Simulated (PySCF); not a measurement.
# Solver options tried on B2 (triplet)

Aim: find out which solver settings change the answer for B2 (triplet).

Method: each script names its method and basis; program: PySCF 2.14.0.

## (1) Starting geometry

B2 (triplet): 2 atoms, charge 0, spin multiplicity 3.

Bond lengths: B1–B2 1.467 Å.

## (2) The run that the others are compared with

input.py reads:

```python
from pyscf import gto, dft

mol = gto.M(
    atom='B 0 0 0; B 0 0 1.467',
    basis='def2-svp',
    charge=0,
    spin=2,
    verbose=4,
)
mf = dft.UKS(mol, xc='pbe')
mf.kernel()
mf.stability(internal=True, external=True)
mf.dip_moment()
print('orbital energies (hartree):', [e[max(0, n-3):n+3].round(4) for e, n in zip(mf.mo_energy, mol.nelec)])
```

Command:

```bash
OMP_NUM_THREADS=1 python input.py
```

The log of this run is left out.

In short: E(SCF) = -49.274127 Eh, 7 cycles, ⟨S²⟩ = 2.005, μ = 0.00 D, internal unstable; real -> complex stable; UHF/UKS -> GHF/GKS unstable.

The bond length is a typed value, not an optimised one. A lower solution of the same kind exists, so this energy is an upper bound. The triplet is typed in the script; nothing here shows that it is the ground state.

## (3) Smearing width 0.005 hartree

Edit 1 changes smearing width: none → 0.005 hartree; step after the SCF: stability → none.

input.py, as its differences from that of step 2:

```diff
@@ -1,2 +1,2 @@
-from pyscf import gto, dft
+from pyscf import gto, dft, scf
 
@@ -10,4 +10,4 @@
 mf = dft.UKS(mol, xc='pbe')
+mf = scf.addons.smearing_(mf, sigma=0.005, method='fermi')
 mf.kernel()
-mf.stability(internal=True, external=True)
 mf.dip_moment()
```

Command:

```bash
OMP_NUM_THREADS=1 python input.py
```

Log:

```text
PySCF version 2.14.0

[INPUT] verbose = 4
[INPUT] num. atoms = 2
[INPUT] num. electrons = 10
[INPUT] charge = 0
[INPUT] spin (= nelec alpha-beta = 2S) = 2
[INPUT] symmetry False subgroup None
[INPUT] Mole.unit = angstrom
[INPUT] Symbol           X                Y                Z      unit          X                Y                Z       unit  Magmom
[INPUT]  1 B      0.000000000000   0.000000000000   0.000000000000 AA    0.000000000000   0.000000000000   0.000000000000 Bohr   0.0
[INPUT]  2 B      0.000000000000   0.000000000000   1.467000000000 AA    0.000000000000   0.000000000000   2.772228224737 Bohr   0.0

nuclear repulsion = 9.01801654601227
number of shells = 12
number of NR pGTOs = 48
number of NR cGTOs = 28
basis = def2-svp
ecp = {}

******** <class 'pyscf.scf.smearing.SmearingUKS'> ********
method = SmearingUKS
initial guess = minao
damping factor = 0
level_shift factor = 0
DIIS = <class 'pyscf.scf.diis.CDIIS'>
diis_start_cycle = 1
diis_space = 8
diis_damp = 0
SCF conv_tol = 1e-09
SCF conv_tol_grad = None
SCF max_cycles = 50
direct_scf = True
direct_scf_tol = 1e-13
number electrons alpha = 6  beta = 4
XC library pyscf.dft.libxc version 7.0.0
    S. Lehtola, C. Steigemann, M. J.T. Oliveira, and M. A.L. Marques.,  SoftwareX 7, 1–5 (2018)
XC functionals = pbe
    J. P. Perdew, K. Burke, and M. Ernzerhof.,  Phys. Rev. Lett. 77, 3865 (1996)
    J. P. Perdew, K. Burke, and M. Ernzerhof.,  Phys. Rev. Lett. 78, 1396 (1997)
    J. P. Perdew, K. Burke, and M. Ernzerhof.,  Phys. Rev. Lett. 77, 3865 (1996)
    J. P. Perdew, K. Burke, and M. Ernzerhof.,  Phys. Rev. Lett. 78, 1396 (1997)
radial grids:
    Treutler-Ahlrichs [JCP 102, 346 (1995); DOI:10.1063/1.469408] (M4) radial grids

becke partition: Becke, JCP 88, 2547 (1988); DOI:10.1063/1.454033
pruning grids: <function nwchem_prune>
grids dens level: 3
symmetrized grids: False
atomic radii adjust function: <function treutler_atomic_radii_adjust>
small_rho_cutoff = 0
Set gradient conv threshold to 3.16228e-05
tot grids = 28096
init E= -49.422824680753
    sigma = 0.005  Optimized mu = -0.221057384829  entropy = 3.03140161037
    Total E(T) = -49.2332880281712  Free energy = -49.2484450362231  E0 = -49.2408665321972
cycle= 1 E= -49.2332880281712  delta_E= 0.19  |g|= 0.131  |ddm|= 1.15
    sigma = 0.005  Optimized mu = -0.1948809502  entropy = 3.18299660492
    Total E(T) = -49.2332910308699  Free energy = -49.2492060138946  E0 = -49.2412485223823
cycle= 2 E= -49.2332910308699  delta_E= -3e-06  |g|= 0.127  |ddm|= 0.343
    sigma = 0.005  Optimized mu = -0.216148328155  entropy = 2.89950805853
    Total E(T) = -49.2403199181852  Free energy = -49.2548174584779  E0 = -49.2475686883315
cycle= 3 E= -49.2403199181852  delta_E= -0.00703  |g|= 0.00967  |ddm|= 0.17
    sigma = 0.005  Optimized mu = -0.212964100956  entropy = 2.90529456685
    Total E(T) = -49.2403189422598  Free energy = -49.254845415094  E0 = -49.2475821786769
cycle= 4 E= -49.2403189422598  delta_E= 9.76e-07  |g|= 0.000638  |ddm|= 0.0106
    sigma = 0.005  Optimized mu = -0.212982941014  entropy = 2.90812385831
    Total E(T) = -49.2403050213028  Free energy = -49.2548456405943  E0 = -49.2475753309485
cycle= 5 E= -49.2403050213028  delta_E= 1.39e-05  |g|= 4.17e-05  |ddm|= 0.0034
    sigma = 0.005  Optimized mu = -0.212978629478  entropy = 2.90822846838
    Total E(T) = -49.2403044988631  Free energy = -49.254845641205  E0 = -49.247575070034
cycle= 6 E= -49.2403044988631  delta_E= 5.22e-07  |g|= 3.26e-06  |ddm|= 0.000195
    sigma = 0.005  Optimized mu = -0.212978189757  entropy = 2.9082368001
    Total E(T) = -49.2403044572086  Free energy = -49.2548456412091  E0 = -49.2475750492088
cycle= 7 E= -49.2403044572086  delta_E= 4.17e-08  |g|= 5.97e-08  |ddm|= 1.16e-05
    sigma = 0.005  Optimized mu = -0.212978183935  entropy = 2.90823686615
    Total E(T) = -49.2403044568782  Free energy = -49.254845641209  E0 = -49.2475750490436
cycle= 8 E= -49.2403044568782  delta_E= 3.3e-10  |g|= 3.11e-08  |ddm|= 1.12e-07
    sigma = 0.005  Optimized mu = -0.212978173402  entropy = 2.90823696523
    Total E(T) = -49.2403044563829  Free energy = -49.254845641209  E0 = -49.2475750487959
Extra cycle  E= -49.2403044563829  delta_E= 4.95e-10  |g|= 8.49e-08  |ddm|= 1.52e-07
converged SCF energy = -49.2403044563829  <S^2> = -5.3290705e-15  2S+1 = 1
Dipole moment(X, Y, Z, Debye): -0.00000,  0.00000,  0.00000
orbital energies (hartree): [array([-0.2492, -0.2129, -0.2129, -0.1906, -0.0167, -0.0167]), array([-6.5931, -0.4942, -0.2492, -0.2129, -0.2129, -0.1906])]
```

Run time: 1.2 s. Hardware: 1 thread of Arm Neoverse V1, shared host.

This run: E(SCF) = -49.240304 Eh, 8 cycles, ⟨S²⟩ = 0.000, μ = 0.00 D.

Smearing with one chemical potential does not keep the typed spin. The energy is that at the smeared occupations, without the entropy term. Smearing with one chemical potential need not keep the typed spin, and ⟨S²⟩ has no meaning at fractional occupations. Both spins end with the same levels: the smearing has lost the typed open shell.

## (4) Convergence threshold 1e-11 hartree

Edit 2 changes convergence threshold: default → 1e-11 hartree.

input.py, as its differences from that of step 2:

```diff
@@ -10,2 +10,3 @@
 mf = dft.UKS(mol, xc='pbe')
+mf.conv_tol = 1e-11
 mf.kernel()
```

Command:

```bash
OMP_NUM_THREADS=1 python input.py
```

Log:

```text
[... 20 set-up lines left out, the same as in an earlier log ...]
******** <class 'pyscf.dft.uks.UKS'> ********
method = UKS
[... 7 set-up lines left out, the same as in an earlier log ...]
SCF conv_tol = 1e-11
[... 21 set-up lines left out, the same as in an earlier log ...]
Set gradient conv threshold to 3.16228e-06
[... 1 set-up line left out, the same as in an earlier log ...]
init E= -49.422824680753
[... the frontier-level lines of each cycle are left out ...]

cycle= 1 E= -49.2681529336459  delta_E= 0.155  |g|= 0.0775  |ddm|= 1.26
cycle= 2 E= -49.2711425434559  delta_E= -0.00299  |g|= 0.0547  |ddm|= 0.45
cycle= 3 E= -49.2740452408753  delta_E= -0.0029  |g|= 0.00852  |ddm|= 0.125
cycle= 4 E= -49.2741242830836  delta_E= -7.9e-05  |g|= 0.00138  |ddm|= 0.0381
cycle= 5 E= -49.2741266511726  delta_E= -2.37e-06  |g|= 9.39e-05  |ddm|= 0.00861
cycle= 6 E= -49.2741266668085  delta_E= -1.56e-08  |g|= 1.33e-05  |ddm|= 0.00036
cycle= 7 E= -49.2741266671223  delta_E= -3.14e-10  |g|= 5.94e-07  |ddm|= 6.33e-05
cycle= 8 E= -49.2741266671229  delta_E= -6.47e-13  |g|= 4.93e-08  |ddm|= 4.29e-06
Extra cycle  E= -49.2741266671228  delta_E= 7.82e-14  |g|= 2.53e-07  |ddm|= 4.25e-07
converged SCF energy = -49.2741266671228  <S^2> = 2.0050497  2S+1 = 3.0033646
uhf_internal: lowest eigs of H = [-0.08453596  0.05941293  0.0595455 ]
<class 'pyscf.dft.uks.UKS'> wavefunction has an internal instability
uhf_real2complex: lowest eigs of H = [2.16551011e-08 4.69762334e-02 5.34635141e-02]
<class 'pyscf.dft.uks.UKS'> wavefunction is stable in the real -> complex stability analysis
uhf_external: lowest eigs of H = [-0.08224583 -0.05210855 -0.00839534]
<class 'pyscf.dft.uks.UKS'> wavefunction has an UHF/UKS -> GHF/GKS instability
Dipole moment(X, Y, Z, Debye): -0.00000,  0.00000,  0.00001
orbital energies (hartree): [array([-0.261 , -0.2383, -0.2383, -0.1942, -0.0367, -0.0367]), array([-6.5814, -0.4573, -0.2302, -0.181 , -0.1704, -0.1704])]
```

It took 3.2 s on 1 thread of Arm Neoverse V1, shared host.

Result: E(SCF) = -49.274127 Eh (no change), 8 cycles, ⟨S²⟩ = 2.005, μ = 0.00 D, internal unstable; real -> complex stable; UHF/UKS -> GHF/GKS unstable.

## (5) Damping 0.2

Edit 3 changes damping: none → 0.2.

input.py, as its differences from that of step 2:

```diff
@@ -10,2 +10,4 @@
 mf = dft.UKS(mol, xc='pbe')
+mf.damp = 0.2
+mf.diis_start_cycle = 8
 mf.kernel()
```

Command:

```bash
OMP_NUM_THREADS=1 python input.py
```

Log:

```text
[... 23 set-up lines left out, the same as in an earlier log ...]
damping factor = 0.2
[... 2 set-up lines left out, the same as in an earlier log ...]
diis_start_cycle = 8
[... 26 set-up lines left out, the same as in an earlier log ...]
init E= -49.422824680753
[... the frontier-level lines of each cycle are left out ...]

cycle= 1 E= -49.2681529336459  delta_E= 0.155  |g|= 0.0775  |ddm|= 1.26
cycle= 2 E= -49.2730838421711  delta_E= -0.00493  |g|= 0.0314  |ddm|= 0.367
cycle= 3 E= -49.2738717355292  delta_E= -0.000788  |g|= 0.0157  |ddm|= 0.111
cycle= 4 E= -49.2740607368403  delta_E= -0.000189  |g|= 0.00793  |ddm|= 0.0517
cycle= 5 E= -49.2741091636284  delta_E= -4.84e-05  |g|= 0.00414  |ddm|= 0.0237
cycle= 6 E= -49.274121967366  delta_E= -1.28e-05  |g|= 0.00213  |ddm|= 0.0119
cycle= 7 E= -49.2741253979631  delta_E= -3.43e-06  |g|= 0.00112  |ddm|= 0.00596
cycle= 8 E= -49.2741256415513  delta_E= -2.44e-07  |g|= 0.000999  |ddm|= 0.00386
cycle= 9 E= -49.2741258348599  delta_E= -1.93e-07  |g|= 0.000902  |ddm|= 0.00342
cycle= 10 E= -49.2741266671108  delta_E= -8.32e-07  |g|= 2.78e-06  |ddm|= 0.00162
cycle= 11 E= -49.2741266670973  delta_E= 1.35e-11  |g|= 5.1e-06  |ddm|= 2.2e-05
Extra cycle  E= -49.2741266650921  delta_E= 2.01e-09  |g|= 4.53e-05  |ddm|= 6.61e-05
converged SCF energy = -49.2741266650921  <S^2> = 2.0050497  2S+1 = 3.0033646
uhf_internal: lowest eigs of H = [-0.0845371   0.05939648  0.05939764]
<class 'pyscf.dft.uks.UKS'> wavefunction has an internal instability
uhf_real2complex: lowest eigs of H = [9.38330582e-09 4.69761315e-02 5.34634647e-02]
<class 'pyscf.dft.uks.UKS'> wavefunction is stable in the real -> complex stability analysis
uhf_external: lowest eigs of H = [-0.08301126 -0.05323947 -0.00905815]
<class 'pyscf.dft.uks.UKS'> wavefunction has an UHF/UKS -> GHF/GKS instability
Dipole moment(X, Y, Z, Debye):  0.00000, -0.00000, -0.00103
orbital energies (hartree): [array([-0.261 , -0.2383, -0.2383, -0.1942, -0.0367, -0.0367]), array([-6.5814, -0.4573, -0.2302, -0.181 , -0.1704, -0.1704])]
```

Run time: 3.5 s. Hardware: 1 thread of Arm Neoverse V1, shared host.

Outcome: E(SCF) = -49.274127 Eh (no change), 11 cycles, ⟨S²⟩ = 2.005, μ = 0.00 D, internal unstable; real -> complex stable; UHF/UKS -> GHF/GKS unstable.

The script also starts DIIS later, which adds to the count of cycles.

## (6) Smearing width 0.001 hartree

Edit 4 changes smearing width: none → 0.001 hartree; step after the SCF: stability → none.

input.py, as its differences from that of step 2:

```diff
@@ -1,2 +1,2 @@
-from pyscf import gto, dft
+from pyscf import gto, dft, scf
 
@@ -10,4 +10,4 @@
 mf = dft.UKS(mol, xc='pbe')
+mf = scf.addons.smearing_(mf, sigma=0.001, method='fermi')
 mf.kernel()
-mf.stability(internal=True, external=True)
 mf.dip_moment()
```

Command:

```bash
OMP_NUM_THREADS=1 python input.py
```

Log:

```text
[... 53 set-up lines left out, the same as in an earlier log ...]
init E= -49.422824680753
    sigma = 0.001  Optimized mu = -0.221308415697  entropy = 2.77258940641
    Total E(T) = -49.2359420191484  Free energy = -49.2387146085548  E0 = -49.2373283138516
cycle= 1 E= -49.2359420191484  delta_E= 0.187  |g|= 0.123  |ddm|= 1.16
    sigma = 0.001  Optimized mu = -0.196367543714  entropy = 2.77259547687
    Total E(T) = -49.237312448718  Free energy = -49.2400850441948  E0 = -49.2386987464564
cycle= 2 E= -49.237312448718  delta_E= -0.00137  |g|= 0.104  |ddm|= 0.326
    sigma = 0.001  Optimized mu = -0.21560815274  entropy = 2.77258873844
    Total E(T) = -49.240825993786  Free energy = -49.2435985825245  E0 = -49.2422122881553
cycle= 3 E= -49.240825993786  delta_E= -0.00351  |g|= 0.00962  |ddm|= 0.119
    sigma = 0.001  Optimized mu = -0.212454510945  entropy = 2.77258873783
    Total E(T) = -49.2408549960956  Free energy = -49.2436275848334  E0 = -49.2422412904645
cycle= 4 E= -49.2408549960956  delta_E= -2.9e-05  |g|= 0.00032  |ddm|= 0.0122
    sigma = 0.001  Optimized mu = -0.212533649431  entropy = 2.7725887389
    Total E(T) = -49.2408550344371  Free energy = -49.243627623176  E0 = -49.2422413288065
cycle= 5 E= -49.2408550344371  delta_E= -3.83e-08  |g|= 5.29e-06  |ddm|= 0.00143
    sigma = 0.001  Optimized mu = -0.212537434747  entropy = 2.77258873888
    Total E(T) = -49.2408550344446  Free energy = -49.2436276231835  E0 = -49.242241328814
cycle= 6 E= -49.2408550344446  delta_E= -7.55e-12  |g|= 4.92e-07  |ddm|= 9.74e-06
    sigma = 0.001  Optimized mu = -0.212537309669  entropy = 2.77258873888
    Total E(T) = -49.2408550344446  Free energy = -49.2436276231835  E0 = -49.242241328814
Extra cycle  E= -49.2408550344446  delta_E=    0  |g|= 4.13e-07  |ddm|= 1.62e-06
converged SCF energy = -49.2408550344446  <S^2> = -1.7763568e-15  2S+1 = 1
Dipole moment(X, Y, Z, Debye): -0.00000, -0.00000,  0.00000
orbital energies (hartree): [array([-0.2494, -0.2125, -0.2125, -0.1908, -0.0166, -0.0166]), array([-6.5932, -0.4937, -0.2494, -0.2125, -0.2125, -0.1908])]
```

Run time: 1.1 s. Hardware: 1 thread of Arm Neoverse V1, shared host.

Result: E(SCF) = -49.240855 Eh, 6 cycles, ⟨S²⟩ = 0.000, μ = 0.00 D.

Smearing with one chemical potential does not keep the typed spin. The energy is that at the smeared occupations, without the entropy term. Smearing with one chemical potential need not keep the typed spin, and ⟨S²⟩ has no meaning at fractional occupations. Both spins end with the same levels: the smearing has lost the typed open shell.

## (7) Damping 0.95

Edit 5 changes damping: none → 0.95.

input.py, as its differences from that of step 2:

```diff
@@ -10,2 +10,4 @@
 mf = dft.UKS(mol, xc='pbe')
+mf.damp = 0.95
+mf.diis_start_cycle = 8
 mf.kernel()
```

Command:

```bash
OMP_NUM_THREADS=1 python input.py
```

Log:

```text
[... 23 set-up lines left out, the same as in an earlier log ...]
damping factor = 0.95
[... 29 set-up lines left out, the same as in an earlier log ...]
init E= -49.422824680753
[... the frontier-level lines of each cycle are left out ...]

cycle= 1 E= -49.2681529336459  delta_E= 0.155  |g|= 0.0775  |ddm|= 1.26
cycle= 2 E= -49.2689602953056  delta_E= -0.000807  |g|= 0.0718  |ddm|= 0.0247
cycle= 3 E= -49.2696527509991  delta_E= -0.000692  |g|= 0.0665  |ddm|= 0.0231
cycle= 4 E= -49.2702469241081  delta_E= -0.000594  |g|= 0.0617  |ddm|= 0.0215
cycle= 5 E= -49.270757074265  delta_E= -0.00051  |g|= 0.0573  |ddm|= 0.0201
cycle= 6 E= -49.2711954157079  delta_E= -0.000438  |g|= 0.0532  |ddm|= 0.0188
cycle= 7 E= -49.2715723972011  delta_E= -0.000377  |g|= 0.0495  |ddm|= 0.0176
cycle= 8 E= -49.2731441926416  delta_E= -0.00157  |g|= 0.0315  |ddm|= 0.307
cycle= 9 E= -49.2734065867599  delta_E= -0.000262  |g|= 0.0269  |ddm|= 0.127
cycle= 10 E= -49.2741254820618  delta_E= -0.000719  |g|= 0.000956  |ddm|= 0.0517
cycle= 11 E= -49.2741265786363  delta_E= -1.1e-06  |g|= 0.00026  |ddm|= 0.00645
cycle= 12 E= -49.2741266668577  delta_E= -8.82e-08  |g|= 1.03e-05  |ddm|= 0.00175
cycle= 13 E= -49.274126667119  delta_E= -2.61e-10  |g|= 1.67e-06  |ddm|= 4.83e-05
Extra cycle  E= -49.2741266671219  delta_E= -2.86e-12  |g|= 9.85e-07  |ddm|= 1.09e-05
converged SCF energy = -49.2741266671219  <S^2> = 2.0050497  2S+1 = 3.0033646
uhf_internal: lowest eigs of H = [-0.08453647  0.05939732  0.05944716]
<class 'pyscf.dft.uks.UKS'> wavefunction has an internal instability
uhf_real2complex: lowest eigs of H = [1.77495171e-16 4.69765905e-02 5.34648588e-02]
<class 'pyscf.dft.uks.UKS'> wavefunction is stable in the real -> complex stability analysis
uhf_external: lowest eigs of H = [-0.08267397 -0.05227692 -0.00787522]
<class 'pyscf.dft.uks.UKS'> wavefunction has an UHF/UKS -> GHF/GKS instability
Dipole moment(X, Y, Z, Debye): -0.00000,  0.00000,  0.00000
orbital energies (hartree): [array([-0.261 , -0.2383, -0.2383, -0.1942, -0.0367, -0.0367]), array([-6.5814, -0.4573, -0.2302, -0.181 , -0.1704, -0.1704])]
```

Wall time 3.3 s (1 thread of Arm Neoverse V1, shared host).

Outcome: E(SCF) = -49.274127 Eh (no change), 13 cycles, ⟨S²⟩ = 2.005, μ = 0.00 D, internal unstable; real -> complex stable; UHF/UKS -> GHF/GKS unstable.

The script also starts DIIS later, which adds to the count of cycles.

## (8) All runs together

```csv
run,E(SCF) (hartree),from base (eV),cycles,"gap, α spin (eV)",after the SCF
base,-49.274127,0,7,1.20,"unstable: internal, UHF/UKS -> GHF/GKS"
smearing width 0.005 hartree,-49.240304,not comparable,8,n/a,n/a
convergence threshold 1e-11 hartree,-49.274127,0.0000,8,1.20,"unstable: internal, UHF/UKS -> GHF/GKS"
damping 0.2,-49.274127,0.0000,11,1.20,"unstable: internal, UHF/UKS -> GHF/GKS"
smearing width 0.001 hartree,-49.240855,not comparable,6,n/a,n/a
damping 0.95,-49.274127,0.0000,13,1.20,"unstable: internal, UHF/UKS -> GHF/GKS"
```

Wall time on 1 thread of Arm Neoverse V1, shared host, start-up included: base 3.1 s; smearing width 0.005 hartree 1.2 s; convergence threshold 1e-11 hartree 3.2 s; damping 0.2 3.5 s; smearing width 0.001 hartree 1.1 s; damping 0.95 3.3 s.

Distance from each run's final energy (log10 hartree) by cycle:

```csv
run,cycle 1,cycle 2,cycle 3,cycle 5,cycle 8,cycle 12
base,-2.2,-2.5,-4.1,-7.8,done,done
smearing width 0.005 hartree,-2.2,-2.2,-4.8,-6.2,-9.3,done
convergence threshold 1e-11 hartree,-2.2,-2.5,-4.1,-7.8,< -11,done
damping 0.2,-2.2,-3.0,-3.6,-4.8,-6.0,done
smearing width 0.001 hartree,-2.3,-2.5,-4.5,< -11,done,done
damping 0.95,-2.2,-2.3,-2.3,-2.5,-3.0,-9.6
```

**Reading.** The SCF energy stays the same, to the digits that matter, with convergence threshold 1e-11 hartree or damping 0.2 or damping 0.95. The base needs 7 cycles and the run with damping 0.95 needs 13.
